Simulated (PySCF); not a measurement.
Homolysis of single bonds, series In F-NH2. All species are isolated molecules in the gas phase. One relaxed conformer stands for each flexible species; it need not be the lowest. Strings in code marks are SMILES.

These are PBE0-D3(BJ)/def2-TZVP (PySCF 2.14.0) values and carry that method's errors. 

| species | highest occupied spin orbital (eV) |
|---|---|
| whole molecule (`[F][In]([F])[F]`) | – |
| radical fragment (`[F]`) | … |
| radical fragment (`[F][In][F]`) | -7.67 |
| whole molecule (`[NH2][In]([F])[F]`) | – |
| radical fragment (`[NH2]`) | -8.67 |
| radical fragment (`[In]([NH2])[F]`) | -6.58 |
| radical fragment (`[NH2][In][NH2]`) | -5.58 |
| whole molecule (`[NH2][In]([NH2])[NH2]`) | – |

### Question
Fill in the missing entries.

### Answer

- radical fragment (`[F]`), highest occupied spin orbital (eV): -12.46
